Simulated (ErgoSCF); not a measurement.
**One shape, several levels: Cl2 (chlorine)**

We compute a comparison of 6 runs (HF/STO-3G, HF/3-21G, B3LYP/6-31G*, PBE0/def2-SVP, PBE/def2-SVPD, CAM-B3LYP/cc-pVTZ) of Cl2 (chlorine). 

Program for the calculation: ErgoSCF 3.8.

## 1. The molecule

Cl2: 2 atoms, total charge 0, spin state singlet. As SMILES, `ClCl`. Geometry: relaxed at GFN2-xTB.

Bond lengths: Cl1–Cl2 2.016 Å.

## 2. The energy at HF/STO-3G (run 1)

input.xyz reads:

```xyz
2

Cl     0.859850    -0.286310     0.440860
Cl    -0.859850     0.286310    -0.440860
```

input.ego reads:

```
# HF on Cl2
set_nthreads("env")
molecule "input.xyz"
scf.max_number_of_iterations = 120
scf.output_mulliken_pop = 1
tmpdir = "."
scf.use_diagonalization = 1
basis = "STO-3G"
run "HF"
```

The basis set STO-3G is read from a file made from the Basis Set Exchange's data (not shown).

Started as:

```bash
$ ergo input.ego
```

The program printed:

```text
[...]
INSC SCF_general constructor, number of basis functions: 18
[...]
INSC Energy   1 =       -933.53821843195
[...]
INDE E_LUMO =          0.12172097225
[...]
INSC Energy   6 =       -909.11382253481  ( diff     -0.000000000004093 )
[...]
RESC CONVERGED after   6 iterations.
RESC FINAL ENERGY:       -909.11382253481
[...]
INSC SCF: dipole_moment_x [atomic units] =      -0.00000000
INSC SCF: dipole_moment_y [atomic units] =       0.00000000
INSC SCF: dipole_moment_z [atomic units] =      -0.00000000
[...]
```

Wall time 0.52 s (1 thread of Arm Neoverse V2, shared host); peak memory 0.26 GiB.

## 3. The energy at HF/3-21G (run 2)

input.ego reads:

```
set_nthreads("env")
molecule_inline
Cl   1.62488101  -0.54104749   0.83310466
Cl  -1.62488101   0.54104749  -0.83310466
EOF
scf.use_diagonalization = 1
basis = "3-21G"
tmpdir = "."
scf.max_number_of_iterations = 120
spin_polarization = 0
scf.output_mulliken_pop = 1
run "HF"
```

The basis set 3-21G is read from a file made from the Basis Set Exchange's data (not shown).

Started as:

```bash
$ ergo input.ego
```

The program printed:

```text
[...]
INSC SCF_general constructor, number of basis functions: 26
[...]
INSC Energy   1 =       -748.62340321664
[...]
INDE E_LUMO =          0.00768763616
[...]
INSC Energy   9 =       -914.53191709721  ( diff     -0.000000000004547 )
[...]
RESC CONVERGED after   9 iterations.
RESC FINAL ENERGY:       -914.53191709721
[...]
INSC SCF: dipole_moment_x [atomic units] =      -0.00000000
INSC SCF: dipole_moment_y [atomic units] =       0.00000000
INSC SCF: dipole_moment_z [atomic units] =      -0.00000000
[...]
```

It took 0.64 s on 1 thread of Arm Neoverse V2, shared host; peak memory 0.26 GiB.

Runs 3 to 5 aren't shown in full; the table further down has their settings and results.

## 4. A single-point energy at CAM-B3LYP/cc-pVTZ (run 6)

run.inp reads:

```
set_nthreads(1)
molecule_inline
Cl   1.62488101  -0.54104749   0.83310466
Cl  -1.62488101   0.54104749  -0.83310466
EOF
XC.sparse_mode = 0
scf.output_mulliken_pop = 1
scf.use_diagonalization = 1
spin_polarization = 0
scf.max_number_of_iterations = 120
XC.radint = 1e-11
charge = 0
XC.angint = 41
basis = "cc-pVTZ"
tmpdir = "."
run "Camb3lyp"
```

The basis set cc-pVTZ is read from a file made from the Basis Set Exchange's data (not shown).

Started as:

```bash
$ ergo < run.inp
```

The program printed:

```text
[...]
INSC SCF_general constructor, number of basis functions: 68
[...]
INSC Energy   1 =       -410.84252114291
[...]
INDE E_LUMO =         -0.07680931541
[...]
INSC Energy  11 =       -920.43184533271  ( diff     -0.000000000001137 )
[...]
RESC CONVERGED after  11 iterations.
RESC FINAL ENERGY:       -920.43184533271
[...]
INSC SCF: dipole_moment_x [atomic units] =      -0.00000000
INSC SCF: dipole_moment_y [atomic units] =       0.00000000
INSC SCF: dipole_moment_z [atomic units] =      -0.00000000
[...]
```

Wall time 43 s (1 thread of Arm Neoverse V2, shared host); peak memory 0.26 GiB.

## 5. All runs side by side

```csv
run,level,integration grid,radint,energy (Eh),dipole moment (D),wall time
1,HF/STO-3G,–,–,-909.113823,0.00,0.52 s
2,HF/3-21G,–,–,-914.531917,0.00,0.64 s
3,B3LYP/6-31G* (spherical functions),Turbo,1e-11,-920.342680,0.00,2.8 s
4,PBE0/def2-SVP,Turbo,1e-11,-919.762025,0.00,2 s
5,PBE/def2-SVPD,Turbo,1e-11,-919.705550,0.00,3.9 s
6,CAM-B3LYP/cc-pVTZ,Turbo,1e-11,-920.431845,0.00,43 s
```

## 6. Outcome

| quantity | value |
| --- | --- |
| run 6: total energy | -920.43185 Eh |
| run 6: dipole moment | 0.00 D |

**Reading.** Totals of different functionals can't be ranked against each other. In run 1 the basis is minimal, so the values are rough. All runs together took 53 s, the longest 43 s.
